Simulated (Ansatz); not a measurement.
# CCSD/aug-cc-pVDZ run of SiH3Cl (chlorosilane)

Aim: the energy change on altering one bond length of SiH3Cl (chlorosilane) at CCSD/aug-cc-pVDZ, from 2 runs. 

The calculation is run with Ansatz 0.2.0.

60 further runs of the same task are left out: 2 that didn't finish, 58 set aside as unsound or not needed.

## (1) Starting point

The species is SiH3Cl (5 atoms), meant as a singlet with charge 0. As SMILES, `[SiH3]Cl`. The coordinates come from a PBE0-D4/def2-TZVP relaxation.

Bond lengths: Si1–Cl2 2.054 Å, Si1–H3 1.481 Å, Si1–H4 1.481 Å, Si1–H5 1.481 Å. Angles: Cl2–Si1–H3 108.5°, Cl2–Si1–H4 108.5°, Cl2–Si1–H5 108.5°, H3–Si1–H4 110.4°, H3–Si1–H5 110.4°, H4–Si1–H5 110.4°.

## (2) The energy at CCSD/aug-cc-pVDZ

Contents of job.yaml:

```yaml
crystal:
  periodic: [false, false, false]
  atoms:
    - symbol: Si
      position_ang: [-0.112000, 0.018600, -0.030900]
    - symbol: Cl
      position_ang: [1.838300, -0.513500, 0.329900]
    - symbol: H
      position_ang: [-0.950900, -0.488300, 1.079100]
    - symbol: H
      position_ang: [-0.534700, -0.585700, -1.314900]
    - symbol: H
      position_ang: [-0.190800, 1.495400, -0.104700]
basis:
  gaussian: {orbitals: aug-cc-pVDZ}
total_charge: 0
correlation: {method: ccsd, frozen_orbitals: {Cl: 5, H: 0, Si: 5}}
accuracy: high
scf: {omitted_lower_state_checks: [cluster_reference, increment]}
```

Run with:

```bash
$ ansatz run job.yaml --threads 1 --pin off --max-ram 3480MiB --events-out events.jsonl --progress --plain --runs-dir runs
```

What it wrote (excerpt; [...] marks lines left out):

```text
Warning: RAYON_NUM_THREADS=1 ignored (pool sized by the plan → 1); use --threads N
Functional definition: HF
  name "HF"
[...]
1640 factors; integrals over basis functions are off by at most 3.8e-9 eV
[...]
mean field -20414.67696113 eV, -750.2255407563 hartree, gradient 1.4e-8 eV, S^2 0.000000; 0 other end points of the search recorded, 0 dependent functions left out
10 core orbitals not correlated: weight in the atoms' cores, before any rotation towards them, 1.000 or more for the frozen orbitals, at most 0.000 for the correlated occupied ones
reference -20414.67696113 eV, -750.2255407563 hartree; 7, 7 occupied and 64, 64 virtual orbitals, 1640 factors
second order -6.97964601 eV of doubles, -0.00000000 eV of singles
cycle   1  -7.69131134 eV  change   -7.1e-1 eV  update   6.1e-2
[...]
cycle  20  -7.94345957 eV  change   6.2e-11 eV  update  6.1e-10
Total energy: -20422.62042070 eV, -750.5174575114 hartree
Checks for a lower state left out: cluster_reference, increment
```

Run time: 4.2 s. Hardware: 1 thread of Intel Xeon Platinum 8375C at 2.90GHz (Ice Lake), shared host; peak memory 0.41 GiB.

## (3) The distorted shape

Contents of run.yaml:

```yaml
crystal:
  periodic: [false, false, false]
  atoms:
    - {symbol: Si, position_ang: [-0.017442, -1.753530, 0.057658]}
    - {symbol: Cl, position_ang: [1.932858, -2.285630, 0.418458]}
    - {symbol: H, position_ang: [-0.856342, -2.260430, 1.167658]}
    - {symbol: H, position_ang: [-0.440142, -2.357830, -1.226342]}
    - {symbol: H, position_ang: [-0.190800, 1.495400, -0.104700]}
basis:
  gaussian:
    orbitals: aug-cc-pVDZ
correlation:
  method: ccsd
  frozen_orbitals: {Cl: 5, H: 0, Si: 5}
accuracy: high
scf:
  omitted_lower_state_checks: [cluster_reference, increment]
```

Run with:

```bash
$ ansatz run run.yaml --threads 1 --pin off --max-ram 3480MiB --events-out events.jsonl --progress --plain --runs-dir runs
```

What it wrote (excerpt; [...] marks lines left out):

```text
Warning: RAYON_NUM_THREADS=1 ignored (pool sized by the plan → 1); use --threads N
[... 2 set-up lines as earlier in the session ...]
[...]
1647 factors; integrals over basis functions are off by at most 3.9e-9 eV
[...]
mean field -20409.35150728 eV, -750.0298339372 hartree, gradient 2.5e-8 eV, S^2 0.000000; 2 other end points of the search recorded, 0 dependent functions left out; unrestricted orbitals would lower it
10 core orbitals not correlated: weight in the atoms' cores, before any rotation towards them, 1.000 or more for the frozen orbitals, at most 0.000 for the correlated occupied ones
reference -20409.35150728 eV, -750.0298339372 hartree; 7, 7 occupied and 64, 64 virtual orbitals, 1647 factors
second order -7.66660441 eV of doubles, -0.00000000 eV of singles
cycle   1  -8.37877933 eV  change    -1.1e0 eV  update   1.4e-1
[...]
cycle  27  -9.32518961 eV  change   2.7e-10 eV  update  2.1e-10
WARN: these amplitudes may be one of several solutions (largest doubles amplitude 0.48, level shift 1.40 eV)
Total energy: -20418.67669689 eV, -750.3725283346 hartree
Checks for a lower state left out: cluster_reference, increment
```

Wall time 4.8 s (1 thread of Intel Xeon Platinum 8375C at 2.90GHz (Ice Lake), shared host); peak memory 0.41 GiB.

## (4) Outcome

At CCSD/aug-cc-pVDZ, 10 core orbitals frozen:

| quantity | value |
| --- | --- |
| first shape: total energy | -750.51746 Eh |
| first shape: correlation energy (10 core orbitals frozen) | -291.9 mEh |
| first shape: T1 diagnostic | 0.009 |
| distorted shape: total energy | -750.37253 Eh |
| distorted shape: correlation energy (10 core orbitals frozen) | -342.7 mEh |
| distorted shape: T1 diagnostic | 0.046 |
| energy change with the Si1–H5 bond stretched from 1.481 to 3.258 Å | 3.944 eV |

**Reading.** One bond (distorted shape) is far stretched, which a spin-restricted single reference describes badly; a broken-symmetry solution may lie lower. With the Si1–H5 bond stretched from 1.481 to 3.258 Å the energy rises by 3.94 eV (91 kcal/mol). The first shape isn't relaxed at this level, so the change isn't measured from a minimum. A restricted reference can't describe the breaking bond well at this length. The T1 diagnostic (distorted shape) of 0.046 is above the customary mark for such species, so a single reference may not serve. The restricted solution (distorted shape) is unstable to spin breaking: an unrestricted one lies lower.
